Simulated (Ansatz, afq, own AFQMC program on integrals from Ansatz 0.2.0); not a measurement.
BSiH$_{4}$, doublet → BSiH$_{4}$⁺, triplet

```xyz
6

Si    0.0000    0.0000    0.5624
B     0.0000    0.0000   -1.3599
H     0.0000    1.2187    1.4093
H     0.0000   -1.2187    1.4093
H     0.0000    1.0370   -1.9521
H     0.0000   -1.0370   -1.9521
```

Connectivity, by distances: SiH2–BH2.

E(triplet, charge +1) − E(doublet, charge +0) at this geometry, on UHF and UHF determinants.

Basis 6-31G. Only valence electrons are correlated. Integrals, coupled cluster, full CI and functionals: Ansatz 0.2.0; the random walks run on the same integrals in our own AFQMC program. ph-AFQMC/CISD is guided by a CISD state made of CCSD amplitudes; releasing the constraint for a short imaginary time cuts its bias at the price of noise, slowly where states lie close. Free projection: walkers drawn from exp(T), propagated without any constraint. Its projection time is finite, and what remains of the start isn't in its error. Error bars are statistical, one sigma. The errors of all members are added in quadrature.

No full CI on the walks' own integrals is used here; CCSDT(Q) serves as the reference and is uncertain by about the last step of the cluster series. Each member takes its own surest rung, up to full CI.

Errors are counted within 6-31G, not against nature.

Cautions: BSiH₄⁺ (triplet): lower spins were not checked, its ph-AFQMC/CISD value lies 24 ± 5 meV above CCSDT(Q); this needn't be the first ionization.

Reference (CCSDT(Q)): 1045.0 kJ/mol.

| level | vertical ionization energy (kJ/mol) | error against CCSDT(Q) (kJ/mol) |
| --- | --- | --- |
| HF | 1036.8 | -8.2 |
| MP2 | 1055.7 | 10.7 |
| CCSD | 1047.0 | 2.0 |
| CCSD(T) | 1046.1 | 1.1 |
| CCSDT | 1045.0 | 0.0 |
| ph-AFQMC/HF | 1049.3 ± 3.6 | 4.3 ± 3.6 |
| ph-AFQMC/CISD | 1047.5 ± 0.8 | 2.5 ± 0.8 |
| released AFQMC | 1045.5 ± 0.9 | 0.5 ± 0.9 |
| free AFQMC | 1045.4 ± 0.9 | 0.5 ± 0.9 |

Correlation beyond CCSD(T) takes off 1.1 kJ/mol. The perturbative (T) step is worth −1.0 kJ/mol.

Free projections are given only where their last times agree within the noise and don't stop above the reference; a slow remainder of the start can still hide under it. A walk keeps the symmetry of its determinant, which the program's search chose and which needn't be the lowest solution, so a lower state of the same spin and another symmetry isn't excluded. Released energies are given only where the last usable release times agree within the noise; a slower fall can still hide under it.
